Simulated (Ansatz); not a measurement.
For 2H MoS2, PBEsol (Ansatz, an electronic-structure program, plane waves, PAW) gives:

```
Item                   Result
-------------------  --------
lattice parameter a   3.141 Å
lattice parameter c  12.578 Å
```

Problem. What does r²SCAN-D4 (Ansatz, PAW) give for the same quantities?

Solution. 
- lattice constant a: 3.174 Å (goes up by 1.1 %)
- lattice parameter c: 12.489 Å (falls by 0.7 %)

For comparison: lattice constant a 3.16 Å (measured, 300 K, not corrected to a static lattice; as tabulated in arXiv:1605.07067); lattice parameter c 12.294 Å (measured, 300 K, not corrected to a static lattice; as tabulated in arXiv:1605.07067).

Changes are worked out from the printed values.

Unless a cell is named, each level is at its own relaxed cell (PBEsol 17.92, r²SCAN-D4 18.16 Å³/atom).

The crystal itself was run without spin with PBEsol; a magnetic state was not tried in these runs.

Caveats: the cell comes from a level without a dispersion term, which matters for the spacing of layers, chains or molecules (PBEsol). Ansatz's density-functional and Hartree–Fock values are scalar-relativistic unless marked +SOC, with PAW data made under PBE.
